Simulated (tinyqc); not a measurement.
Worked calculation (part 1 of 2): UHF in the sto-3g basis, for LiH, spin multiplicity 3. This run ends on a higher stationary point, not on the lowest solution. Computed by tinyqc, a small Python program that keeps every step (integrals from PySCF). Settings: charge = 0, multiplicity = 3, basis = sto-3g, energy threshold = 1e-10, iteration cap = 80, orthogonalisation = symmetric, start = highest core orbitals, DIIS depth = 0, method = UHF. Command: `OMP_NUM_THREADS=1 python tinyqc.py 30225 30226 out.jsonl` (the two numbers bound the seeds that draw the settings). One thread of a shared host (Intel(R) Xeon(R) Processor @ 2.60GHz), about 0.1 s of CPU time with the checks. Later iterations appear only in the table of the cycle.

## One-electron integrals

Geometry (angstrom):
```
atom         x         y         z
Li    0.000000  0.000000  0.000000
H     0.000000  0.000000  1.455000
```

Basis sto-3g: exponents (1/bohr^2) and contraction coefficients of normalised primitives:
```
element  l (shell)   exponent  coefficient
Li           s (1)  16.119575     0.154329
Li           s (1)   2.936201     0.535328
Li           s (1)   0.794651     0.444635
Li           s (2)   0.636290    -0.099967
Li           s (2)   0.147860     0.399513
Li           s (2)   0.048089     0.700115
Li           p (3)   0.636290     0.155916
Li           p (3)   0.147860     0.607684
Li           p (3)   0.048089     0.391957
H            s (1)   3.425251     0.154329
H            s (1)   0.623914     0.535328
H            s (1)   0.168855     0.444635
```

Overlap, kinetic and nuclear-attraction integrals over the contracted functions; the nuclear repulsion is the sum of Za Zb / Rab.

nuclear repulsion = 1.09108703 hartree

overlap S, order 1Li 1s, 1Li 2s, 1Li 2px, 1Li 2py, 1Li 2pz, 2H 1s:
$$\begin{pmatrix}
1.000000 & 0.241137 & 0.000000 & 0.000000 & 0.000000 & 0.090465 \\
0.241137 & 1.000000 & 0.000000 & 0.000000 & 0.000000 & 0.431474 \\
0.000000 & 0.000000 & 1.000000 & 0.000000 & 0.000000 & 0.000000 \\
0.000000 & 0.000000 & 0.000000 & 1.000000 & 0.000000 & 0.000000 \\
0.000000 & 0.000000 & 0.000000 & 0.000000 & 1.000000 & 0.536807 \\
0.090465 & 0.431474 & 0.000000 & 0.000000 & 0.536807 & 1.000000
\end{pmatrix}$$

kinetic energy T (hartree), order 1Li 1s, 1Li 2s, 1Li 2px, 1Li 2py, 1Li 2pz, 2H 1s:
$$\begin{pmatrix}
3.576786 & -0.020237 & 0.000000 & 0.000000 & 0.000000 & -0.017412 \\
-0.020237 & 0.102163 & 0.000000 & 0.000000 & 0.000000 & 0.052194 \\
0.000000 & 0.000000 & 0.319682 & 0.000000 & 0.000000 & 0.000000 \\
0.000000 & 0.000000 & 0.000000 & 0.319682 & 0.000000 & 0.000000 \\
0.000000 & 0.000000 & 0.000000 & 0.000000 & 0.319682 & 0.151957 \\
-0.017412 & 0.052194 & 0.000000 & 0.000000 & 0.151957 & 0.760032
\end{pmatrix}$$

nuclear attraction V (hartree), order 1Li 1s, 1Li 2s, 1Li 2px, 1Li 2py, 1Li 2pz, 2H 1s:
$$\begin{pmatrix}
-8.346577 & -1.052024 & 0.000000 & 0.000000 & -0.019442 & -0.396915 \\
-1.052024 & -1.514193 & 0.000000 & 0.000000 & -0.129705 & -0.839361 \\
0.000000 & 0.000000 & -1.469449 & 0.000000 & 0.000000 & 0.000000 \\
0.000000 & 0.000000 & 0.000000 & -1.469449 & 0.000000 & 0.000000 \\
-0.019442 & -0.129705 & 0.000000 & 0.000000 & -1.573583 & -1.060751 \\
-0.396915 & -0.839361 & 0.000000 & 0.000000 & -1.060751 & -2.312348
\end{pmatrix}$$

core Hamiltonian H = T + V (hartree), order 1Li 1s, 1Li 2s, 1Li 2px, 1Li 2py, 1Li 2pz, 2H 1s:
$$\begin{pmatrix}
-4.769791 & -1.072262 & 0.000000 & 0.000000 & -0.019442 & -0.414327 \\
-1.072262 & -1.412029 & 0.000000 & 0.000000 & -0.129705 & -0.787167 \\
0.000000 & 0.000000 & -1.149767 & 0.000000 & 0.000000 & 0.000000 \\
0.000000 & 0.000000 & 0.000000 & -1.149767 & 0.000000 & 0.000000 \\
-0.019442 & -0.129705 & 0.000000 & 0.000000 & -1.253901 & -0.908794 \\
-0.414327 & -0.787167 & 0.000000 & 0.000000 & -0.908794 & -1.552316
\end{pmatrix}$$

## Two-electron integrals

Functions are numbered as in S; the eight-fold symmetry (ij|kl) = (ji|kl) = (kl|ij) leaves the list below.

Two-electron integrals (ij|kl) in chemists' order, unique and non-zero (hartree):
```
(11|11) 1.680395   (21|11) 0.265420   (21|21) 0.049941   (22|11) 0.397727
(22|21) 0.092860   (22|22) 0.290562   (31|31) 0.008981   (32|31) 0.013788
(32|32) 0.064184   (33|11) 0.396640   (33|21) 0.092880   (33|22) 0.290497
(33|33) 0.312946   (41|41) 0.008981   (42|41) 0.013788   (42|42) 0.064184
(43|43) 0.016869   (44|11) 0.396640   (44|21) 0.092880   (44|22) 0.290497
(44|33) 0.279207   (44|44) 0.312946   (51|51) 0.008981   (52|51) 0.013788
(52|52) 0.064184   (53|53) 0.016869   (54|54) 0.016869   (55|11) 0.396640
(55|21) 0.092880   (55|22) 0.290497   (55|33) 0.279207   (55|44) 0.279207
(55|55) 0.312946   (61|11) 0.097519   (61|21) 0.018415   (61|22) 0.034691
(61|33) 0.034282   (61|44) 0.034282   (61|51) 0.002177   (61|52) 0.004136
(61|55) 0.035527   (61|61) 0.007421   (62|11) 0.174736   (62|21) 0.041021
(62|22) 0.129755   (62|33) 0.123800   (62|44) 0.123800   (62|51) 0.006731
(62|52) 0.036343   (62|55) 0.141530   (62|61) 0.017882   (62|62) 0.088647
(63|31) 0.003801   (63|32) 0.016247   (63|53) 0.006026   (63|63) 0.007461
(64|41) 0.003801   (64|42) 0.016247   (64|54) 0.006026   (64|64) 0.007461
(65|11) 0.201780   (65|21) 0.047982   (65|22) 0.157962   (65|33) 0.147684
(65|44) 0.147684   (65|51) 0.010550   (65|52) 0.055565   (65|55) 0.178316
(65|61) 0.022030   (65|62) 0.119548   (65|65) 0.164726   (66|11) 0.361197
(66|21) 0.086422   (66|22) 0.294695   (66|33) 0.269924   (66|44) 0.269924
(66|51) 0.017797   (66|52) 0.109626   (66|55) 0.343694   (66|61) 0.039989
(66|62) 0.244927   (66|65) 0.345154   (66|66) 0.774606
```

## Orthogonalisation

S = U s U^T; symmetric (Loewdin) form X = U s^(-1/2) U^T, so that X^T S X = 1.

eigenvalues of S: [0.308318, 0.797029, 1.000000, 1.000000, 1.163159, 1.731494]

X, order 1Li 1s, 1Li 2s, 1Li 2px, 1Li 2py, 1Li 2pz, 2H 1s:
$$\begin{pmatrix}
1.022965 & -0.125084 & 0.000000 & 0.000000 & 0.000128 & -0.005464 \\
-0.125084 & 1.133390 & 0.000000 & 0.000000 & 0.137411 & -0.320402 \\
0.000000 & 0.000000 & 1.000000 & 0.000000 & 0.000000 & 0.000000 \\
0.000000 & 0.000000 & 0.000000 & 1.000000 & 0.000000 & 0.000000 \\
0.000128 & 0.137411 & 0.000000 & 0.000000 & 1.170705 & -0.398692 \\
-0.005464 & -0.320402 & 0.000000 & 0.000000 & -0.398692 & 1.281174
\end{pmatrix}$$

## Starting guess

The start is the highest orbitals of the core Hamiltonian (a deliberately bad start); D(s) = C_occ C_occ^T for each spin.

D(alpha) at the start, order 1Li 1s, 1Li 2s, 1Li 2px, 1Li 2py, 1Li 2pz, 2H 1s:
$$\begin{pmatrix}
0.038279 & -0.217465 & 0.000000 & 0.000000 & 0.010110 & 0.110442 \\
-0.217465 & 1.368885 & 0.000000 & 0.000000 & 0.387609 & -0.998055 \\
0.000000 & 0.000000 & 0.984654 & -0.122924 & 0.000000 & 0.000000 \\
0.000000 & 0.000000 & -0.122924 & 0.015346 & 0.000000 & 0.000000 \\
0.010110 & 0.387609 & 0.000000 & 0.000000 & 1.486652 & -1.206691 \\
0.110442 & -0.998055 & 0.000000 & 0.000000 & -1.206691 & 1.347869
\end{pmatrix}$$

D(beta) at the start, order 1Li 1s, 1Li 2s, 1Li 2px, 1Li 2py, 1Li 2pz, 2H 1s:
$$\begin{pmatrix}
0.004398 & -0.047776 & 0.000000 & 0.000000 & -0.074840 & 0.075982 \\
-0.047776 & 0.519039 & 0.000000 & 0.000000 & 0.813066 & -0.825473 \\
0.000000 & 0.000000 & 0.000000 & 0.000000 & 0.000000 & 0.000000 \\
0.000000 & 0.000000 & 0.000000 & 0.000000 & 0.000000 & 0.000000 \\
-0.074840 & 0.813066 & 0.000000 & 0.000000 & 1.273656 & -1.293091 \\
0.075982 & -0.825473 & 0.000000 & 0.000000 & -1.293091 & 1.312822
\end{pmatrix}$$

## Iteration 1: building the Fock matrix

J_ij = sum D_kl (ij|kl) with D = D(alpha) + D(beta), K_ij = sum D_kl (ik|jl) for each spin; F = H + J - K(s); E = tr D H + tr D J / 2 - 0.5 sum_s tr D(s) K(s) + E_nn.

Coulomb J (hartree), order 1Li 1s, 1Li 2s, 1Li 2px, 1Li 2py, 1Li 2pz, 2H 1s:
$$\begin{pmatrix}
1.524591 & 0.356720 & 0.000000 & 0.000000 & 0.002817 & 0.135693 \\
0.356720 & 1.142694 & 0.000000 & 0.000000 & 0.035221 & 0.568882 \\
0.000000 & 0.000000 & 1.140322 & -0.004147 & 0.000000 & 0.000000 \\
0.000000 & 0.000000 & -0.004147 & 1.107619 & 0.000000 & 0.000000 \\
0.002817 & 0.035221 & 0.000000 & 0.000000 & 1.179166 & 0.720345 \\
0.135693 & 0.568882 & 0.000000 & 0.000000 & 0.720345 & 1.462518
\end{pmatrix}$$

exchange K(alpha) (hartree), order 1Li 1s, 1Li 2s, 1Li 2px, 1Li 2py, 1Li 2pz, 2H 1s:
$$\begin{pmatrix}
0.029114 & 0.030966 & 0.000000 & 0.000000 & -0.009951 & 0.003089 \\
0.030966 & 0.300707 & 0.000000 & 0.000000 & -0.126026 & 0.019064 \\
0.000000 & 0.000000 & 0.379610 & -0.036395 & 0.000000 & 0.000000 \\
0.000000 & 0.000000 & -0.036395 & 0.092620 & 0.000000 & 0.000000 \\
-0.009951 & -0.126026 & 0.000000 & 0.000000 & 0.247418 & 0.022839 \\
0.003089 & 0.019064 & 0.000000 & 0.000000 & 0.022839 & 0.190337
\end{pmatrix}$$

exchange K(beta) (hartree), order 1Li 1s, 1Li 2s, 1Li 2px, 1Li 2py, 1Li 2pz, 2H 1s:
$$\begin{pmatrix}
0.007919 & 0.007140 & 0.000000 & 0.000000 & -0.001812 & -0.001942 \\
0.007140 & 0.038314 & 0.000000 & 0.000000 & 0.026243 & 0.005354 \\
0.000000 & 0.000000 & 0.021486 & 0.000000 & 0.000000 & 0.000000 \\
0.000000 & 0.000000 & 0.000000 & 0.021486 & 0.000000 & 0.000000 \\
-0.001812 & 0.026243 & 0.000000 & 0.000000 & 0.095587 & 0.011813 \\
-0.001942 & 0.005354 & 0.000000 & 0.000000 & 0.011813 & 0.171247
\end{pmatrix}$$

F(alpha) (hartree), order 1Li 1s, 1Li 2s, 1Li 2px, 1Li 2py, 1Li 2pz, 2H 1s:
$$\begin{pmatrix}
-3.274313 & -0.746507 & 0.000000 & 0.000000 & -0.006674 & -0.281722 \\
-0.746507 & -0.570042 & 0.000000 & 0.000000 & 0.031543 & -0.237348 \\
0.000000 & 0.000000 & -0.389055 & 0.032248 & 0.000000 & 0.000000 \\
0.000000 & 0.000000 & 0.032248 & -0.134768 & 0.000000 & 0.000000 \\
-0.006674 & 0.031543 & 0.000000 & 0.000000 & -0.322153 & -0.211288 \\
-0.281722 & -0.237348 & 0.000000 & 0.000000 & -0.211288 & -0.280134
\end{pmatrix}$$

F(beta) (hartree), order 1Li 1s, 1Li 2s, 1Li 2px, 1Li 2py, 1Li 2pz, 2H 1s:
$$\begin{pmatrix}
-3.253118 & -0.722682 & 0.000000 & 0.000000 & -0.014813 & -0.276691 \\
-0.722682 & -0.307649 & 0.000000 & 0.000000 & -0.120727 & -0.223638 \\
0.000000 & 0.000000 & -0.030931 & -0.004147 & 0.000000 & 0.000000 \\
0.000000 & 0.000000 & -0.004147 & -0.063634 & 0.000000 & 0.000000 \\
-0.014813 & -0.120727 & 0.000000 & 0.000000 & -0.170322 & -0.200262 \\
-0.276691 & -0.223638 & 0.000000 & 0.000000 & -0.200262 & -0.261044
\end{pmatrix}$$

total energy of this density = -1.40346342 hartree

## Iteration 1: diagonalisation and new density

Diagonalise F' = X^T F X, C = X C', fill 3 alpha and 1 beta electrons from the bottom; D(s) = C_occ C_occ^T. Each column has its largest component positive (the first on a tie).

F' = X^T F X (alpha) (hartree):
$$\begin{pmatrix}
-3.241490 & -0.295112 & 0.000000 & 0.000000 & -0.004220 & -0.086215 \\
-0.295112 & -0.428209 & 0.000000 & 0.000000 & 0.074305 & -0.092401 \\
0.000000 & 0.000000 & -0.389055 & 0.032248 & 0.000000 & 0.000000 \\
0.000000 & 0.000000 & 0.032248 & -0.134768 & 0.000000 & 0.000000 \\
-0.004220 & 0.074305 & 0.000000 & 0.000000 & -0.263427 & -0.117625 \\
-0.086215 & -0.092401 & 0.000000 & 0.000000 & -0.117625 & -0.149571
\end{pmatrix}$$

orbital energies (alpha) (hartree): MO1 -3.275022, MO2 -0.434755, MO3 -0.393080, MO4 -0.333000, MO5 -0.130742, MO6 -0.039921

coefficients C (alpha), order 1Li 1s, 1Li 2s, 1Li 2px, 1Li 2py, 1Li 2pz, 2H 1s:
$$\begin{pmatrix}
1.003754 & -0.222322 & 0.000000 & -0.060586 & 0.000000 & 0.038901 \\
-0.016195 & 0.983287 & 0.000000 & 0.120244 & 0.000000 & -0.663464 \\
0.000000 & 0.000000 & 0.992297 & 0.000000 & 0.123878 & 0.000000 \\
0.000000 & 0.000000 & -0.123878 & 0.000000 & 0.992297 & 0.000000 \\
0.002284 & -0.290471 & 0.000000 & 0.724707 & 0.000000 & -0.968921 \\
0.000301 & 0.009437 & 0.000000 & 0.370661 & 0.000000 & 1.328748
\end{pmatrix}$$

F' = X^T F X (beta) (hartree):
$$\begin{pmatrix}
-3.221337 & -0.306729 & 0.000000 & 0.000000 & 0.005786 & -0.083574 \\
-0.306729 & -0.150417 & 0.000000 & 0.000000 & -0.073386 & -0.104041 \\
0.000000 & 0.000000 & -0.030931 & -0.004147 & 0.000000 & 0.000000 \\
0.000000 & 0.000000 & -0.004147 & -0.063634 & 0.000000 & 0.000000 \\
0.005786 & -0.073386 & 0.000000 & 0.000000 & -0.108133 & -0.121838 \\
-0.083574 & -0.104041 & 0.000000 & 0.000000 & -0.121838 & -0.128609
\end{pmatrix}$$

orbital energies (beta) (hartree): MO1 -3.254476, MO2 -0.313484, MO3 -0.064152, MO4 -0.047388, MO5 -0.030413, MO6 0.006851

coefficients C (beta), order 1Li 1s, 1Li 2s, 1Li 2px, 1Li 2py, 1Li 2pz, 2H 1s:
$$\begin{pmatrix}
1.004855 & -0.142719 & 0.000000 & -0.178637 & 0.000000 & 0.010861 \\
-0.021208 & 0.476220 & 0.000000 & 0.969579 & 0.000000 & -0.504420 \\
0.000000 & 0.000000 & 0.123878 & 0.000000 & 0.992297 & 0.000000 \\
0.000000 & 0.000000 & 0.992297 & 0.000000 & -0.123878 & 0.000000 \\
0.003760 & 0.480621 & 0.000000 & -0.346904 & 0.000000 & -1.094091 \\
0.000471 & 0.419857 & 0.000000 & -0.410481 & 0.000000 & 1.248308
\end{pmatrix}$$

D(alpha) after iteration 1, order 1Li 1s, 1Li 2s, 1Li 2px, 1Li 2py, 1Li 2pz, 2H 1s:
$$\begin{pmatrix}
1.056948 & -0.234863 & 0.000000 & 0.000000 & 0.066871 & -0.001796 \\
-0.234863 & 0.967116 & 0.000000 & 0.000000 & -0.285653 & 0.009275 \\
0.000000 & 0.000000 & 0.984654 & -0.122924 & 0.000000 & 0.000000 \\
0.000000 & 0.000000 & -0.122924 & 0.015346 & 0.000000 & 0.000000 \\
0.066871 & -0.285653 & 0.000000 & 0.000000 & 0.084379 & -0.002741 \\
-0.001796 & 0.009275 & 0.000000 & 0.000000 & -0.002741 & 0.000089
\end{pmatrix}$$

D(beta) after iteration 1, order 1Li 1s, 1Li 2s, 1Li 2px, 1Li 2py, 1Li 2pz, 2H 1s:
$$\begin{pmatrix}
1.009735 & -0.021311 & 0.000000 & 0.000000 & 0.003778 & 0.000474 \\
-0.021311 & 0.000450 & 0.000000 & 0.000000 & -0.000080 & -0.000010 \\
0.000000 & 0.000000 & 0.000000 & 0.000000 & 0.000000 & 0.000000 \\
0.000000 & 0.000000 & 0.000000 & 0.000000 & 0.000000 & 0.000000 \\
0.003778 & -0.000080 & 0.000000 & 0.000000 & 0.000014 & 0.000002 \\
0.000474 & -0.000010 & 0.000000 & 0.000000 & 0.000002 & 0.000000
\end{pmatrix}$$

## Iteration 2: building the Fock matrix

As before.

Coulomb J (hartree), order 1Li 1s, 1Li 2s, 1Li 2px, 1Li 2py, 1Li 2pz, 2H 1s:
$$\begin{pmatrix}
4.153703 & 0.713976 & 0.000000 & 0.000000 & -0.006548 & 0.261091 \\
0.713976 & 1.372023 & 0.000000 & 0.000000 & -0.034363 & 0.582542 \\
0.000000 & 0.000000 & 1.390625 & -0.004147 & 0.000000 & 0.000000 \\
0.000000 & 0.000000 & -0.004147 & 1.357923 & 0.000000 & 0.000000 \\
-0.006548 & -0.034363 & 0.000000 & 0.000000 & 1.360416 & 0.679025 \\
0.261091 & 0.582542 & 0.000000 & 0.000000 & 0.679025 & 1.228747
\end{pmatrix}$$

exchange K(alpha) (hartree), order 1Li 1s, 1Li 2s, 1Li 2px, 1Li 2py, 1Li 2pz, 2H 1s:
$$\begin{pmatrix}
1.709434 & 0.280480 & 0.000000 & 0.000000 & -0.003353 & 0.100282 \\
0.280480 & 0.361842 & 0.000000 & 0.000000 & -0.093009 & 0.098848 \\
0.000000 & 0.000000 & 0.375170 & -0.036395 & 0.000000 & 0.000000 \\
0.000000 & 0.000000 & -0.036395 & 0.088181 & 0.000000 & 0.000000 \\
-0.003353 & -0.093009 & 0.000000 & 0.000000 & 0.108395 & 0.003440 \\
0.100282 & 0.098848 & 0.000000 & 0.000000 & 0.003440 & 0.043760
\end{pmatrix}$$

exchange K(beta) (hartree), order 1Li 1s, 1Li 2s, 1Li 2px, 1Li 2py, 1Li 2pz, 2H 1s:
$$\begin{pmatrix}
1.685555 & 0.258597 & 0.000000 & 0.000000 & 0.001620 & 0.095311 \\
0.258597 & 0.046638 & 0.000000 & 0.000000 & 0.000399 & 0.017267 \\
0.000000 & 0.000000 & 0.008513 & 0.000000 & 0.000000 & 0.000000 \\
0.000000 & 0.000000 & 0.000000 & 0.008513 & 0.000000 & 0.000000 \\
0.001620 & 0.000399 & 0.000000 & 0.000000 & 0.008524 & 0.002161 \\
0.095311 & 0.017267 & 0.000000 & 0.000000 & 0.002161 & 0.006955
\end{pmatrix}$$

F(alpha) (hartree), order 1Li 1s, 1Li 2s, 1Li 2px, 1Li 2py, 1Li 2pz, 2H 1s:
$$\begin{pmatrix}
-2.325522 & -0.638766 & 0.000000 & 0.000000 & -0.022637 & -0.253517 \\
-0.638766 & -0.401848 & 0.000000 & 0.000000 & -0.071059 & -0.303473 \\
0.000000 & 0.000000 & -0.134312 & 0.032248 & 0.000000 & 0.000000 \\
0.000000 & 0.000000 & 0.032248 & 0.119975 & 0.000000 & 0.000000 \\
-0.022637 & -0.071059 & 0.000000 & 0.000000 & -0.001880 & -0.233209 \\
-0.253517 & -0.303473 & 0.000000 & 0.000000 & -0.233209 & -0.367329
\end{pmatrix}$$

F(beta) (hartree), order 1Li 1s, 1Li 2s, 1Li 2px, 1Li 2py, 1Li 2pz, 2H 1s:
$$\begin{pmatrix}
-2.301642 & -0.616883 & 0.000000 & 0.000000 & -0.027610 & -0.248546 \\
-0.616883 & -0.086644 & 0.000000 & 0.000000 & -0.164467 & -0.221892 \\
0.000000 & 0.000000 & 0.232345 & -0.004147 & 0.000000 & 0.000000 \\
0.000000 & 0.000000 & -0.004147 & 0.199642 & 0.000000 & 0.000000 \\
-0.027610 & -0.164467 & 0.000000 & 0.000000 & 0.097991 & -0.231930 \\
-0.248546 & -0.221892 & 0.000000 & 0.000000 & -0.231930 & -0.330524
\end{pmatrix}$$

total energy of this density = -7.31717303 hartree

## Iteration 2: diagonalisation and new density

As before.

F' = X^T F X (alpha) (hartree):
$$\begin{pmatrix}
-2.273971 & -0.325849 & 0.000000 & 0.000000 & -0.010689 & -0.070630 \\
-0.325849 & -0.209954 & 0.000000 & 0.000000 & 0.046912 & -0.194772 \\
0.000000 & 0.000000 & -0.134312 & 0.032248 & 0.000000 & 0.000000 \\
0.000000 & 0.000000 & 0.032248 & 0.119975 & 0.000000 & 0.000000 \\
-0.010689 & 0.046912 & 0.000000 & 0.000000 & 0.159533 & -0.242241 \\
-0.070630 & -0.194772 & 0.000000 & 0.000000 & -0.242241 & -0.174110
\end{pmatrix}$$

orbital energies (alpha) (hartree): MO1 -2.328901, MO2 -0.389824, MO3 -0.138338, MO4 -0.103186, MO5 0.124000, MO6 0.323410

coefficients C (alpha), order 1Li 1s, 1Li 2s, 1Li 2px, 1Li 2py, 1Li 2pz, 2H 1s:
$$\begin{pmatrix}
0.989526 & -0.199019 & 0.000000 & -0.200820 & 0.000000 & -0.055069 \\
0.039027 & 0.419391 & 0.000000 & 0.951185 & 0.000000 & 0.582746 \\
0.000000 & 0.000000 & 0.992297 & 0.000000 & 0.123878 & 0.000000 \\
0.000000 & 0.000000 & -0.123878 & 0.000000 & 0.992297 & 0.000000 \\
0.009663 & 0.108853 & 0.000000 & -0.315628 & 0.000000 & 1.198676 \\
0.002643 & 0.707011 & 0.000000 & -0.534366 & 0.000000 & -1.057181
\end{pmatrix}$$

F' = X^T F X (beta) (hartree):
$$\begin{pmatrix}
-2.249592 & -0.345779 & 0.000000 & 0.000000 & -0.003240 & -0.074590 \\
-0.345779 & 0.106894 & 0.000000 & 0.000000 & -0.049336 & -0.156545 \\
0.000000 & 0.000000 & 0.232345 & -0.004147 & 0.000000 & 0.000000 \\
0.000000 & 0.000000 & -0.004147 & 0.199642 & 0.000000 & 0.000000 \\
-0.003240 & -0.049336 & 0.000000 & 0.000000 & 0.268027 & -0.254448 \\
-0.074590 & -0.156545 & 0.000000 & 0.000000 & -0.254448 & -0.157624
\end{pmatrix}$$

orbital energies (beta) (hartree): MO1 -2.303789, MO2 -0.320292, MO3 0.199125, MO4 0.202943, MO5 0.232863, MO6 0.388844

coefficients C (beta), order 1Li 1s, 1Li 2s, 1Li 2px, 1Li 2py, 1Li 2pz, 2H 1s:
$$\begin{pmatrix}
0.992658 & -0.129895 & 0.000000 & -0.244559 & 0.000000 & -0.008930 \\
0.027087 & 0.120338 & 0.000000 & 1.128374 & 0.000000 & 0.365123 \\
0.000000 & 0.000000 & 0.123878 & 0.000000 & 0.992297 & 0.000000 \\
0.000000 & 0.000000 & 0.992297 & 0.000000 & -0.123878 & 0.000000 \\
0.011759 & 0.161529 & 0.000000 & -0.022883 & 0.000000 & 1.233545 \\
0.003603 & 0.856069 & 0.000000 & -0.517575 & 0.000000 & -0.949894
\end{pmatrix}$$

D(alpha) after iteration 2, order 1Li 1s, 1Li 2s, 1Li 2px, 1Li 2py, 1Li 2pz, 2H 1s:
$$\begin{pmatrix}
1.018771 & -0.044849 & 0.000000 & 0.000000 & -0.012102 & -0.138093 \\
-0.044849 & 0.177412 & 0.000000 & 0.000000 & 0.046029 & 0.296617 \\
0.000000 & 0.000000 & 0.984654 & -0.122924 & 0.000000 & 0.000000 \\
0.000000 & 0.000000 & -0.122924 & 0.015346 & 0.000000 & 0.000000 \\
-0.012102 & 0.046029 & 0.000000 & 0.000000 & 0.011942 & 0.076985 \\
-0.138093 & 0.296617 & 0.000000 & 0.000000 & 0.076985 & 0.499871
\end{pmatrix}$$

D(beta) after iteration 2, order 1Li 1s, 1Li 2s, 1Li 2px, 1Li 2py, 1Li 2pz, 2H 1s:
$$\begin{pmatrix}
0.985371 & 0.026888 & 0.000000 & 0.000000 & 0.011673 & 0.003576 \\
0.026888 & 0.000734 & 0.000000 & 0.000000 & 0.000319 & 0.000098 \\
0.000000 & 0.000000 & 0.000000 & 0.000000 & 0.000000 & 0.000000 \\
0.000000 & 0.000000 & 0.000000 & 0.000000 & 0.000000 & 0.000000 \\
0.011673 & 0.000319 & 0.000000 & 0.000000 & 0.000138 & 0.000042 \\
0.003576 & 0.000098 & 0.000000 & 0.000000 & 0.000042 & 0.000013
\end{pmatrix}$$
